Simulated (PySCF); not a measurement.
CH7PSi: core ionisation energies

CH7PSi.
Geometry (GFN2-xTB, Å), atoms numbered from 1 in this order:
```
atom  x, y, z in Å
Si1    1.0959    0.6403   -0.0449
C2    -0.0352   -0.8952   -0.0881
P3    -1.8454   -0.5634    0.1207
H4     2.4774    0.1906   -0.2251
H5     0.7090    1.5473   -1.1282
H6     0.9428    1.3098    1.2490
H7     0.2395   -1.6044    0.6973
H8     0.0724   -1.4328   -1.0339
H9    -1.9205    0.5051   -0.7753
H10   -1.7271    0.3074    1.2060
```

Computed, not measured: delta-SCF UKS SCAN, pcX-2 on the ionised atom, pcseg-1 elsewhere, spin-free X2C in PySCF 2.14.0. Vertical ΔSCF values, vacuum level as zero.

Problem. What binding energy does each computed site have?

Solution. 
```csv
atom(s),bonded to,level,binding energy (eV),2p1/2 (eV),count
Si1,C and 3 H,Si 2p3/2,106.71,107.33,1
Si1,C and 3 H,Si 1s,1846.41,–,1
C2,"2 H, P and Si",C 1s,290.31,–,1
P3,C and 2 H,P 2p3/2,136.45,137.34,1
P3,C and 2 H,P 1s,2150.03,–,1
```

Problem. Which photon wavelength matches the Si 1s of Si1 threshold?

Solution. λ = hc/E = 12398.42 eV Å / 1846.41 eV = 6.715 Å.

Spin–orbit coupling isn't in the SCF: each 2p doublet comes from a relaxed spin-free hole plus a matrix of the shell (mean-field spin–orbit coupling and the ground-state 2p splitting), with 2p3/2 averaged over its two sublevels. 2p1/2 minus 2p3/2 (ligand field included): Si 0.62 eV, P 0.89 eV. One conformer (not necessarily the lowest) at the GFN2-xTB geometry, without solvent, vibrations or thermal averaging.
